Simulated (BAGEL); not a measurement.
# One shape, several levels: BHF2 (SMILES FBF)

Aim: a comparison of 4 runs (B3LYP/6-31G*, B3LYP/def2-TZVPP, PBE0/def2-TZVPP, RI-MP2/def2-TZVPP) of BHF2. 

Program for the calculation: BAGEL 1.2.2.

17 further runs of the same task are left out: 17 set aside as unsound or not needed.

## 1. Starting point

BHF2 has 4 atoms, charge 0, and is taken as a singlet. SMILES: `FBF`. Geometry: relaxed at PBE0-D4/def2-TZVP.

Bond lengths: F1–B2 1.313 Å, B2–F3 1.313 Å, B2–H4 1.191 Å. Angles: F1–B2–F3 118.1°, F1–B2–H4 121.0°, F3–B2–H4 121.0°.

## 2. A single-point energy at B3LYP/6-31G(d) (density fitting with qzvpp-jkfit, spherical functions) (run 1)

The input, job.json:

```json
{ "bagel": [

{
  "title": "molecule",
  "basis": "6-31gs.json",
  "df_basis": "qzvpp-jkfit",
  "angstrom": true,
  "geometry": [
    { "atom": "F", "xyz": [    1.154300,    0.456900,   -0.361900 ] },
    { "atom": "B", "xyz": [   -0.001900,   -0.031000,    0.025200 ] },
    { "atom": "F", "xyz": [   -1.095400,    0.528700,   -0.438900 ] },
    { "atom": "H", "xyz": [   -0.057000,   -0.954600,    0.775600 ] }
  ]
},
{
  "title": "ks",
  "xc_func": "b3lyp"
},
{
  "title": "print",
  "file": "orbitals.molden",
  "orbitals": true
}

]}
```

The basis set 6-31G* is read from a file made from the Basis Set Exchange's data (not shown).

Run with:

```console
$ BAGEL_NUM_THREADS=1 BAGEL job.json > job.out
```

Output:

```text
* using 1 threads per process

  ===============================================================
  ===============================================================

  *** Geometry ***

  { "atom" : "F", "xyz" : [      2.181311,      0.863416,     -0.683892 ] },
  { "atom" : "B", "xyz" : [     -0.003590,     -0.058582,      0.047621 ] },
  { "atom" : "F", "xyz" : [     -2.070006,      0.999098,     -0.829401 ] },
  { "atom" : "H", "xyz" : [     -0.107714,     -1.803933,      1.465672 ] },

  Number of auxiliary basis functions:      247

  Since a DF basis is specified, we compute 2- and 3-index integrals:
    o Being stored without compression. Storage requirement is 0.004 GB

  Number of basis functions:       44
  Number of electrons      :       24

    * METHOD: MOLECULE                             0.05

  *** Kohn-Sham DFT ***

    * Removing 5554 points whose weight is below 1.00e-10
    * Grid points: 54070

  === Nuclear Repulsion ===
    61.8885547595

       - DIIS with orbital gradients will be used.

  === KS iteration (b3lyp / 6-31gs.json) ===
      0       -209.67549231          0.18074599           0.11
      1       -195.38476083          0.27095103           0.10
      2       -213.00388598          0.18911920           0.08
      3       -225.13643078          0.02319610           0.09
      4       -225.23258684          0.00877690           0.09
      5       -225.23617402          0.00718436           0.09
      6       -225.23771149          0.00617808           0.08
      7       -225.24210998          0.00078082           0.08
      8       -225.24219408          0.00007353           0.08
      9       -225.24219449          0.00006450           0.10
     10       -225.24219497          0.00000940           0.07
     11       -225.24219499          0.00000130           0.07
     12       -225.24219499          0.00000102           0.08
     13       -225.24219499          0.00000012           0.08
     14       -225.24219499          0.00000002           0.07
     15       -225.24219499          0.00000001           0.06
    * SCF iteration converged.

    * Permanent dipole moment:
           (    0.012391,     0.203896,    -0.165681) a.u.

    * METHOD: KS                                   1.48

    * METHOD: PRINT                                0.00

  ===============================================================
```

It took 2 s on 1 thread of Intel Xeon 6975P-C (Granite Rapids), shared host; peak memory 0.13 GiB.

## 3. A single-point energy at B3LYP/def2-TZVPP (density fitting with qzvpp-jkfit) (run 2)

The input, calc.json:

```json
{ "bagel": [

{
  "title": "molecule",
  "basis": "tzvpp",
  "df_basis": "qzvpp-jkfit",
  "angstrom": "true",
  "geometry": [
    { "atom": "F", "xyz": [    1.154300,    0.456900,   -0.361900 ] },
    { "atom": "B", "xyz": [   -0.001900,   -0.031000,    0.025200 ] },
    { "atom": "F", "xyz": [   -1.095400,    0.528700,   -0.438900 ] },
    { "atom": "H", "xyz": [   -0.057000,   -0.954600,    0.775600 ] }
  ]
},
{
  "title": "ks",
  "xc_func": "b3lyp"
},
{
  "title": "print",
  "file": "orbitals.molden",
  "orbitals": "true"
}

]}
```

Run with:

```console
$ BAGEL_NUM_THREADS=1 BAGEL calc.json > calc.out
```

Output:

```text
* using 1 threads per process

  ===============================================================
  ===============================================================

  *** Geometry ***

  { "atom" : "F", "xyz" : [      2.181311,      0.863416,     -0.683892 ] },
  { "atom" : "B", "xyz" : [     -0.003590,     -0.058582,      0.047621 ] },
  { "atom" : "F", "xyz" : [     -2.070006,      0.999098,     -0.829401 ] },
  { "atom" : "H", "xyz" : [     -0.107714,     -1.803933,      1.465672 ] },

  Number of auxiliary basis functions:      247

  Since a DF basis is specified, we compute 2- and 3-index integrals:
    o Being stored without compression. Storage requirement is 0.023 GB

  Number of basis functions:      107
  Number of electrons      :       24

    * METHOD: MOLECULE                             0.08

  *** Kohn-Sham DFT ***

    * Removing 5554 points whose weight is below 1.00e-10
    * Grid points: 54070

  === Nuclear Repulsion ===
    61.8885547595

       - DIIS with orbital gradients will be used.

  === KS iteration (b3lyp / tzvpp) ===
      0       -197.66321826          0.18764423           0.23
      1       -183.18416588          0.23065519           0.18
      2       -207.85010626          0.15709722           0.17
      3       -224.68486512          0.04476159           0.26
      4       -225.26029361          0.01702096           0.17
      5       -225.30590622          0.01327811           0.17
      6       -225.34607390          0.00606740           0.17
      7       -225.35703407          0.00023528           0.17
      8       -225.35705098          0.00004784           0.18
      9       -225.35705142          0.00002754           0.17
     10       -225.35705159          0.00001395           0.20
     11       -225.35705165          0.00000060           0.22
     12       -225.35705165          0.00000029           0.23
     13       -225.35705165          0.00000014           0.18
     14       -225.35705165          0.00000003           0.18
     15       -225.35705165          0.00000000           0.16
    * SCF iteration converged.

    * Permanent dipole moment:
           (    0.016487,     0.272259,    -0.221228) a.u.

    * METHOD: KS                                   3.31

    * METHOD: PRINT                                0.01

  ===============================================================
```

Wall time 3.9 s (1 thread of Intel Xeon 6975P-C (Granite Rapids), shared host); peak memory 0.28 GiB.

Run 3 isn't shown in full; the table further down has it.

## 4. The energy at RI-MP2/def2-TZVPP (density fitting with qzvpp-jkfit) (run 4)

The input, job.json:

```json
{ "bagel" : [

{
  "title" : "molecule",
  "basis" : "tzvpp",
  "df_basis" : "qzvpp-jkfit",
  "angstrom" : true,
  "geometry" : [
    { "atom" : "F", "xyz" : [       1.154300,       0.456900,      -0.361900 ] },
    { "atom" : "B", "xyz" : [      -0.001900,      -0.031000,       0.025200 ] },
    { "atom" : "F", "xyz" : [      -1.095400,       0.528700,      -0.438900 ] },
    { "atom" : "H", "xyz" : [      -0.057000,      -0.954600,       0.775600 ] }
  ]
},

{
  "title" : "hf"
},

{
  "title" : "mp2",
  "ncore" : 3
}

]}
```

Run with:

```console
$ BAGEL_NUM_THREADS=1 BAGEL job.json > job.out
```

Output:

```text
* using 1 threads per process

  ===============================================================
  ===============================================================

  *** Geometry ***

  { "atom" : "F", "xyz" : [      2.181311,      0.863416,     -0.683892 ] },
  { "atom" : "B", "xyz" : [     -0.003590,     -0.058582,      0.047621 ] },
  { "atom" : "F", "xyz" : [     -2.070006,      0.999098,     -0.829401 ] },
  { "atom" : "H", "xyz" : [     -0.107714,     -1.803933,      1.465672 ] },

  Number of auxiliary basis functions:      247

  Since a DF basis is specified, we compute 2- and 3-index integrals:
    o Being stored without compression. Storage requirement is 0.023 GB

  Number of basis functions:      107
  Number of electrons      :       24

    * METHOD: MOLECULE                             0.09

  *** RHF ***

  === Nuclear Repulsion ===
    61.8885547595

      * DIIS with orbital gradients will be used.

  === RHF iteration (tzvpp) ===
      0       -224.14088061          0.02555236           0.03
      1       -224.28104064          0.01687668           0.03
      2       -224.36516027          0.00132011           0.03
      3       -224.36604224          0.00014119           0.02
      4       -224.36605553          0.00002752           0.02
      5       -224.36605610          0.00000606           0.02
      6       -224.36605613          0.00000143           0.02
      7       -224.36605613          0.00000024           0.02
      8       -224.36605613          0.00000011           0.02
      9       -224.36605613          0.00000002           0.02
     10       -224.36605613          0.00000001           0.02
    * SCF iteration converged.

    * Permanent dipole moment:
           (    0.020956,     0.346818,    -0.281814) a.u.

    * METHOD: HF                                   0.34

  *** RHF ***

  === Nuclear Repulsion ===
    61.8885547595

      * DIIS with orbital gradients will be used.

  === RHF iteration (tzvpp) ===
      0       -224.36605613          0.00000000           0.02
    * SCF iteration converged.

    * Permanent dipole moment:
           (    0.020956,     0.346818,    -0.281814) a.u.

  === DF-MP2 calculation ===

    * freezing 3 orbitals
    * 3-index integral transformation done
    * assembly done

      MP2 correlation energy:   -0.5956631217      0.02

      MP2 total energy:       -224.9617192515

    * METHOD: MP2                                  0.06

  ===============================================================
```

It took 0.82 s on 1 thread of Intel Xeon 6975P-C (Granite Rapids), shared host; peak memory 0.079 GiB.

## 5. All runs side by side

```
run                                                                 level  frozen core orbitals  energy (Eh)  dipole moment (D)  HOMO energy (eV)  LUMO energy (eV)  wall time
  1  B3LYP/6-31G* (density fitting with qzvpp-jkfit, spherical functions)                     –  -225.242195               0.67            -10.24              0.09        2 s
  2                   B3LYP/def2-TZVPP (density fitting with qzvpp-jkfit)                     –  -225.357052               0.89            -10.64             -0.63      3.9 s
  3                    PBE0/def2-TZVPP (density fitting with qzvpp-jkfit)                     –  -225.120841               0.89            -10.86             -0.32      3.6 s
  4                  RI-MP2/def2-TZVPP (density fitting with qzvpp-jkfit)                     3  -224.961719                  –                 –                 –     0.82 s
```

## 6. Outcome

```
                                          quantity          value
                               run 4: total energy  -224.96172 Eh
run 4: correlation energy (3 core orbitals frozen)     -595.7 mEh
```

What this shows: Over runs 1, 2, 3 the dipole moment (its size) runs from 0.67 D (B3LYP/6-31G*) to 0.89 D (B3LYP/def2-TZVPP). Over runs 1, 2, 3 the HOMO–LUMO gap runs from 10.01 eV (B3LYP/def2-TZVPP) to 10.54 eV (PBE0/def2-TZVPP). Totals of different functionals can't be ranked against each other. All runs together took 10 s, the longest 3.9 s.
